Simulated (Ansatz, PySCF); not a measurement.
Molecule: CH3O (charge -1, singlet). 
Geometry from a B3LYP-D3(BJ)/def2-TZVP (Ansatz, a program for electronic structure) optimisation:
```xyz
5

C     -0.5212     0.0979     0.0242
O      0.7752    -0.1455    -0.0360
H     -1.0129     0.0062     1.0555
H     -0.8624     1.1430    -0.3000
H     -1.1989    -0.5721    -0.6129
```
Charge -1, spin multiplicity 1.

Total electronic energies in hartree. Correlated levels leave the core frozen unless marked. Spin-orbit coupling is left out. Non-relativistic. Basis-set limits of correlation are two-point, X^-3; Hartree-Fock from the larger set. [CCSD(T)-MP2]/basis is that difference in the basis named.

```
level                                                                 program  energy (Eh)
-------------------------------------------------------------  --------------  -----------
HF/STO-3G                                                              Ansatz   -112.70451
HF-D3(BJ)/def2-TZVPD                                            PySCF + dftd3   -114.47323
RI-HF/def2-TZVPP                                                       Ansatz   -114.45215
RI-HF/cc-pVQZ                                                          Ansatz   -114.45684
PBE-D4/def2-TZVPD                                              Ansatz + dftd4   -115.02237
M06-L/def2-TZVPD                                                        PySCF   -115.12964
B3LYP/def2-TZVPD                                                       Ansatz   -115.15990
BHLYP-D3(BJ)/def2-TZVPD                                        Ansatz + dftd3   -115.08120
BHLYP/def2-TZVPD                                                       Ansatz   -115.07942
r2SCANh-D4/def2-TZVPD                                          Ansatz + dftd4   -115.07887
CAM-B3LYP/def2-TZVPD                                                   Ansatz   -115.10554
wB97X-V/def2-TZVPD                                                     Ansatz   -115.10872
B2PLYP-D3(BJ)/def2-TZVPD                                       Ansatz + dftd3   -115.06265
RPA@PBE/cc-pVQZ                                                        Ansatz   -115.19068
MP2/def2-QZVPP                                                         Ansatz   -114.93488
RI-MP2/CBS(def2-TZVPPD,def2-QZVPPD)                                    Ansatz    -114.9608
CCSD(T)/cc-pVDZ                                                         PySCF   -114.76659
CCSD(T)/aug-cc-pVTZ                                                    Ansatz   -114.93828
CCSD(T)/cc-pwCVTZ                                                      Ansatz   -114.91790
CCSD(T)/def2-TZVPP                                                     Ansatz   -114.92047
RI-MP2/CBS(aug-cc-pVTZ,aug-cc-pVQZ)+[CCSD(T)-MP2]/aug-cc-pVDZ          Ansatz    -114.9923
RI-MP2/CBS(def2-TZVPPD,def2-QZVPPD)+[CCSD(T)-MP2]/def2-TZVPPD          Ansatz    -114.9901
CCSD(T)/CBS(def2-TZVPPD,def2-QZVPPD)                                   Ansatz    -114.9853
```

Totals of different functionals don't rank their quality; only differences between species are comparable.
